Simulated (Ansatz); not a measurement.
CH2BN (SMILES BC#N): the vertical ionisation energy, rung by rung

CH2BN: 5 atoms, total charge 0, spin state singlet. SMILES: `BC#N`. Geometry: relaxed at PBE0-D4/def2-TZVP.

Each level gives the vertical ionisation energy (to the doublet cation) (eV). The values are calculated.

```
           level                    kind  program  value (eV)  CPU time (all runs)
       HF/STO-3G            Hartree–Fock   Ansatz       10.26               0.35 s
      PBE/STO-3G                     GGA   Ansatz       11.35                4.3 s
   r2SCAN/STO-3G                meta-GGA   Ansatz       11.47                 11 s
     PBE0/STO-3G           global hybrid   Ansatz       11.60                3.4 s
CAM-B3LYP/STO-3G  range-separated hybrid   Ansatz       11.69                3.9 s
    wB97X/STO-3G  range-separated hybrid   Ansatz       11.75                 17 s
   B2PLYP/STO-3G           double hybrid   Ansatz       11.62                4.8 s
  RPA@PBE/STO-3G                     RPA   Ansatz       10.40                5.9 s
  CCSD(T)/STO-3G   coupled cluster or CI   Ansatz       10.76                0.6 s
 CCSDT(Q)/STO-3G   coupled cluster or CI   Ansatz       10.76                2.4 s
```

The values span 10.26 to 11.75 eV. Spin contamination of the reference (⟨S²⟩ at least 0.1 too high) touches HF/STO-3G, CCSD(T)/STO-3G, CCSDT(Q)/STO-3G. The coupled-cluster rows rest on a doubtful reference here (large T1 or Brueckner and Hartree–Fock orbitals at odds), and rows may lie in different states. All rows use very small basis sets, so even the best lies far from the true value. CPU times are rough (shared hosts, several kinds of processor): they show what a rung costs within a factor of a few.
